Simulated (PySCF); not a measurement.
Geometry:
```
atom   x (Å)   y (Å)   z (Å)
  C1  -0.881  -0.109   0.053
  S2   0.916   0.093  -0.086
  O3   1.274  -0.725  -1.267
  O4   1.100   1.549  -0.274
  O5   1.432  -0.426   1.201
  H6  -1.101  -1.177   0.195
  H7  -1.235   0.471   0.916
  H8  -1.349   0.257  -0.871
```

Total charge -1.

Geometry: PBE0-D3(BJ)/def2-SVP; GIAO shifts from PySCF, gas phase, non-relativistic, averaged over equivalent atoms.

At PBE0/6-311+G(2d,p) (161 basis functions, 11 s wall time on 1 thread of an Arm Neoverse V1, shared host):
| atoms | δ (ppm) |
| --- | --- |
| C1 | 42.6 |
| S2 | 345.9 |
| O3/O4/O5 | 241.2 |
| H6/H7/H8 | 2.15 |

Referencing at the same level of theory: TMS for ¹³C (186.44 ppm) and ¹H (31.51 ppm); CS2 for ³³S (507.15 ppm); H2O for ¹⁷O (326.57 ppm).

Question: Predict the values at WP04/pcSseg-2 on the same geometry.

Answer: 
| atoms | δ at WP04/pcSseg-2 | change |
| --- | --- | --- |
| C1 | 44.1 | +1.5 |
| S2 | 341.8 | -4.1 |
| O3/O4/O5 | 230.5 | -10.7 |
| H6/H7/H8 | 1.81 | -0.34 |

Scale: ¹³C (σref 172.10) and ¹H (σref 31.61) vs TMS; ³³S (σref 468.55) vs CS2; ¹⁷O (σref 314.06) vs H2O (reference shieldings calculated alike).

The largest change is at O3/O4/O5 (oxygen of an anionic S–O group). Cost: 229 basis functions, 18 s wall time on 1 thread of an Arm Neoverse V1, shared host.

Experimental scales use liquid or dissolved standards, which lie at an offset from isolated H2O (liquid H2O: subtract about 36 ppm).
